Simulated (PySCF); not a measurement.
PySCF input (TPSS/def2-TZVPD):

```python
from pyscf import gto, scf, dft

mol = gto.M(
    atom='''
    N    -0.05626858    0.65864215   -0.00484970
    N     0.02549416   -0.78015421   -0.08501714
    H     0.30108197    1.08680797    0.86074606
    H    -1.03733086    0.93250674   -0.12356116
    H    -0.50516407   -1.17372953    0.68773675
    H     1.00160868   -1.05003496    0.00449883
    H     0.45522520    1.05503422   -0.80035260
    ''',
    basis='def2-tzvpd',
    charge=1,
    spin=0,
    verbose=4,
)

mf = dft.RKS(mol, xc='tpss').density_fit(auxbasis='def2-universal-jkfit')
mf.grids.level = 3
mf.conv_tol = 1e-9
mf.max_cycle = 100
mf.max_memory = 1500
mf.kernel()
if not mf.converged:
    mf = mf.newton()
    mf.kernel(mf.make_rdm1())
mf.analyze()
```

End of the output:

```
Extra cycle  E= -112.273776347547  delta_E= -2.19e-12  |g|= 3.07e-06  |ddm|= 6.23e-06
converged SCF energy = -112.273776347547
**** SCF Summaries ****
Total Energy =                        -112.273776347546573
Nuclear Repulsion Energy =              47.733104856144841
One-electron Energy =                 -240.372453769340410
Two-electron Energy =                   80.365572565648975
Two-electron Coulomb Energy =           95.809482797365675
DFT Exchange-Correlation Energy =      -15.443910231716695
HOMO-LUMO gap [eV] =                     6.707976238018778
**** MO energy ****
MO #1   energy= -14.4854927202663  occ= 2
MO #2   energy= -14.3742413933695  occ= 2
MO #3   energy= -1.21838106949131  occ= 2
MO #4   energy= -1.01066895589989  occ= 2
MO #5   energy= -0.793206736227092 occ= 2
MO #6   energy= -0.782869306580692 occ= 2
MO #7   energy= -0.723774000623262 occ= 2
MO #8   energy= -0.65922174380589  occ= 2
MO #9   energy= -0.478518861482339 occ= 2
MO #10  energy= -0.232005279517477 occ= 0
MO #11  energy= -0.198586580293917 occ= 0
MO #12  energy= -0.162277393222209 occ= 0
MO #13  energy= -0.162112376827715 occ= 0
MO #14  energy= -0.123606128402304 occ= 0
MO #15  energy= -0.11569302213109  occ= 0
MO #16  energy= -0.0835148735121927 occ= 0
MO #17  energy= -0.0727326079448473 occ= 0
MO #18  energy= -0.0589681779249424 occ= 0
MO #19  energy= -0.0397241120049443 occ= 0
MO #20  energy= -0.0218102100980617 occ= 0
MO #21  energy= 0.00108410566380787 occ= 0
MO #22  energy= 0.0150561605645957 occ= 0
MO #23  energy= 0.0445894181520883 occ= 0
MO #24  energy= 0.0459342430491423 occ= 0
MO #25  energy= 0.0727125361850393 occ= 0
MO #26  energy= 0.0775309131612227 occ= 0
MO #27  energy= 0.0784126700773359 occ= 0
MO #28  energy= 0.102230247780919  occ= 0
MO #29  energy= 0.102249627095265  occ= 0
MO #30  energy= 0.104568720977889  occ= 0
MO #31  energy= 0.150917962329577  occ= 0
MO #32  energy= 0.176006128697281  occ= 0
MO #33  energy= 0.186713867991102  occ= 0
MO #34  energy= 0.193660654833314  occ= 0
MO #35  energy= 0.213100500919793  occ= 0
MO #36  energy= 0.216248810804258  occ= 0
MO #37  energy= 0.223072550231414  occ= 0
MO #38  energy= 0.260662837361782  occ= 0
MO #39  energy= 0.27690841608668   occ= 0
MO #40  energy= 0.278199022082942  occ= 0
MO #41  energy= 0.325682076239964  occ= 0
MO #42  energy= 0.372788723837125  occ= 0
MO #43  energy= 0.377445972086953  occ= 0
MO #44  energy= 0.411169339949998  occ= 0
MO #45  energy= 0.432680973472782  occ= 0
MO #46  energy= 0.439888507591886  occ= 0
MO #47  energy= 0.469236001685196  occ= 0
MO #48  energy= 0.492299839025343  occ= 0
MO #49  energy= 0.526432015997658  occ= 0
MO #50  energy= 0.54613547429179   occ= 0
MO #51  energy= 0.582060828385572  occ= 0
MO #52  energy= 0.605883459520579  occ= 0
MO #53  energy= 0.633142473194831  occ= 0
MO #54  energy= 0.713681265288983  occ= 0
MO #55  energy= 0.717686082320368  occ= 0
MO #56  energy= 0.949913350355232  occ= 0
MO #57  energy= 0.965863095010295  occ= 0
MO #58  energy= 1.00466607276733   occ= 0
MO #59  energy= 1.02294801927081   occ= 0
MO #60  energy= 1.14259159604928   occ= 0
MO #61  energy= 1.1745923609146    occ= 0
MO #62  energy= 1.27690423752118   occ= 0
MO #63  energy= 1.27885151468732   occ= 0
MO #64  energy= 1.30197281425019   occ= 0
MO #65  energy= 1.35193787694775   occ= 0
MO #66  energy= 1.47402518816759   occ= 0
MO #67  energy= 1.52324057404407   occ= 0
MO #68  energy= 1.62222900313358   occ= 0
MO #69  energy= 1.62341137901989   occ= 0
MO #70  energy= 1.70319794289443   occ= 0
MO #71  energy= 1.78427443427451   occ= 0
MO #72  energy= 1.81126159794882   occ= 0
MO #73  energy= 1.8453831484168    occ= 0
MO #74  energy= 1.94896331467461   occ= 0
MO #75  energy= 1.95679763406557   occ= 0
MO #76  energy= 1.97311222484355   occ= 0
MO #77  energy= 2.08933557346982   occ= 0
MO #78  energy= 2.10226566795658   occ= 0
MO #79  energy= 2.12513458834046   occ= 0
MO #80  energy= 2.26038735778229   occ= 0
MO #81  energy= 2.38475082340227   occ= 0
MO #82  energy= 2.42787561957523   occ= 0
MO #83  energy= 2.48077965022365   occ= 0
MO #84  energy= 2.53957218227051   occ= 0
MO #85  energy= 2.59311135325266   occ= 0
MO #86  energy= 2.60316651809097   occ= 0
MO #87  energy= 2.61997748863649   occ= 0
MO #88  energy= 2.78943983131209   occ= 0
MO #89  energy= 2.96272813369194   occ= 0
MO #90  energy= 2.99828114708619   occ= 0
MO #91  energy= 3.01346479141656   occ= 0
MO #92  energy= 3.08721480148896   occ= 0
MO #93  energy= 3.37679855632722   occ= 0
MO #94  energy= 3.5038182762394    occ= 0
MO #95  energy= 3.56586126361025   occ= 0
MO #96  energy= 3.98721403175056   occ= 0
MO #97  energy= 4.06304249352269   occ= 0
MO #98  energy= 4.1249087224977    occ= 0
MO #99  energy= 4.15905379565854   occ= 0
MO #100 energy= 4.40661721457246   occ= 0
MO #101 energy= 4.43640732719743   occ= 0
MO #102 energy= 4.44425751478865   occ= 0
MO #103 energy= 4.48032362699951   occ= 0
MO #104 energy= 4.52789350253644   occ= 0
MO #105 energy= 4.53488551555535   occ= 0
MO #106 energy= 4.54244441269859   occ= 0
MO #107 energy= 4.63741346137986   occ= 0
MO #108 energy= 4.69368711217766   occ= 0
MO #109 energy= 4.88070659294417   occ= 0
MO #110 energy= 4.95642648474457   occ= 0
MO #111 energy= 5.20618912472796   occ= 0
MO #112 energy= 5.2686386235305    occ= 0
MO #113 energy= 5.32354126562544   occ= 0
MO #114 energy= 5.36179389770207   occ= 0
MO #115 energy= 5.54984639725661   occ= 0
MO #116 energy= 5.64167002802922   occ= 0
MO #117 energy= 6.3362926902884    occ= 0
MO #118 energy= 31.6916948163731   occ= 0
MO #119 energy= 31.8120225609337   occ= 0
 ** Mulliken pop on meta-lowdin orthogonal AOs  **
 ** Mulliken pop  **
pop of  0 N 1s            1.99994
pop of  0 N 2s            1.25905
pop of  0 N 3s            0.00194
pop of  0 N 4s            0.00145
pop of  0 N 5s            0.00053
pop of  0 N 6s            0.00041
pop of  0 N 2px           1.33840
pop of  0 N 2py           1.15185
pop of  0 N 2pz           1.32889
pop of  0 N 3px           0.00233
pop of  0 N 3py           0.00210
pop of  0 N 3pz           0.00324
pop of  0 N 4px           0.00108
pop of  0 N 4py           0.00038
pop of  0 N 4pz           0.00112
pop of  0 N 3dxy          0.00170
pop of  0 N 3dyz          0.00487
pop of  0 N 3dz^2         0.00143
pop of  0 N 3dxz          0.00116
pop of  0 N 3dx2-y2       0.00173
pop of  0 N 4dxy          0.00028
pop of  0 N 4dyz          0.00077
pop of  0 N 4dz^2         0.00013
pop of  0 N 4dxz          0.00017
pop of  0 N 4dx2-y2       0.00009
pop of  0 N 5dxy          0.00067
pop of  0 N 5dyz          0.00099
pop of  0 N 5dz^2         0.00053
pop of  0 N 5dxz          0.00056
pop of  0 N 5dx2-y2       0.00034
pop of  0 N 4f-3          0.00050
pop of  0 N 4f-2          0.00011
pop of  0 N 4f-1          0.00056
pop of  0 N 4f+0          0.00006
pop of  0 N 4f+1          0.00083
pop of  0 N 4f+2          0.00006
pop of  0 N 4f+3          0.00019
pop of  1 N 1s            1.99994
pop of  1 N 2s            1.39762
pop of  1 N 3s            0.00356
pop of  1 N 4s            0.00114
pop of  1 N 5s            0.00039
pop of  1 N 6s            0.00024
pop of  1 N 2px           1.34131
pop of  1 N 2py           0.91973
pop of  1 N 2pz           1.67417
pop of  1 N 3px           0.00361
pop of  1 N 3py           0.00369
pop of  1 N 3pz           0.00777
pop of  1 N 4px           0.00069
pop of  1 N 4py           0.00017
pop of  1 N 4pz           0.00059
pop of  1 N 3dxy          0.00025
pop of  1 N 3dyz          0.00177
pop of  1 N 3dz^2         0.00376
pop of  1 N 3dxz          0.00307
pop of  1 N 3dx2-y2       0.00291
pop of  1 N 4dxy          0.00085
pop of  1 N 4dyz          0.00045
pop of  1 N 4dz^2         0.00017
pop of  1 N 4dxz          0.00019
pop of  1 N 4dx2-y2       0.00005
pop of  1 N 5dxy          0.00073
pop of  1 N 5dyz          0.00050
pop of  1 N 5dz^2         0.00016
pop of  1 N 5dxz          0.00024
pop of  1 N 5dx2-y2       0.00025
pop of  1 N 4f-3          0.00041
pop of  1 N 4f-2          0.00015
pop of  1 N 4f-1          0.00025
pop of  1 N 4f+0          0.00010
pop of  1 N 4f+1          0.00064
pop of  1 N 4f+2          0.00002
pop of  1 N 4f+3          0.00013
pop of  2 H 1s            0.68502
pop of  2 H 2s            0.00595
pop of  2 H 3s            0.00530
pop of  2 H 2px           0.00051
pop of  2 H 2py           0.00087
pop of  2 H 2pz           0.00153
pop of  2 H 3px           0.00095
pop of  2 H 3py           0.00066
pop of  2 H 3pz           0.00054
pop of  3 H 1s            0.66214
pop of  3 H 2s            0.00638
pop of  3 H 3s            0.00553
pop of  3 H 2px           0.00150
pop of  3 H 2py           0.00047
pop of  3 H 2pz           0.00026
pop of  3 H 3px           0.00042
pop of  3 H 3py           0.00087
pop of  3 H 3pz           0.00128
pop of  4 H 1s            0.71075
pop of  4 H 2s            0.00631
pop of  4 H 3s            0.00480
pop of  4 H 2px           0.00130
pop of  4 H 2py           0.00127
pop of  4 H 2pz           0.00257
pop of  4 H 3px           0.00082
pop of  4 H 3py           0.00078
pop of  4 H 3pz           0.00083
pop of  5 H 1s            0.71075
pop of  5 H 2s            0.00631
pop of  5 H 3s            0.00480
pop of  5 H 2px           0.00125
pop of  5 H 2py           0.00104
pop of  5 H 2pz           0.00286
pop of  5 H 3px           0.00045
pop of  5 H 3py           0.00088
pop of  5 H 3pz           0.00110
pop of  6 H 1s            0.66213
pop of  6 H 2s            0.00638
pop of  6 H 3s            0.00553
pop of  6 H 2px           0.00051
pop of  6 H 2py           0.00052
pop of  6 H 2pz           0.00121
pop of  6 H 3px           0.00100
pop of  6 H 3py           0.00083
pop of  6 H 3pz           0.00074
 ** Mulliken atomic charges  **
charge of    0N =     -0.11045
charge of    1N =     -0.37167
charge of    2H =      0.29867
charge of    3H =      0.32115
charge of    4H =      0.27057
charge of    5H =      0.27057
charge of    6H =      0.32115

WARN: System has nonzero charge 1; the dipole moment is origin-dependent.
Location of origin: [0. 0. 0.]

Dipole moment(X, Y, Z, Debye):  0.34366,  2.51364,  1.21297
```

It need not be the lowest isomer of its formula.
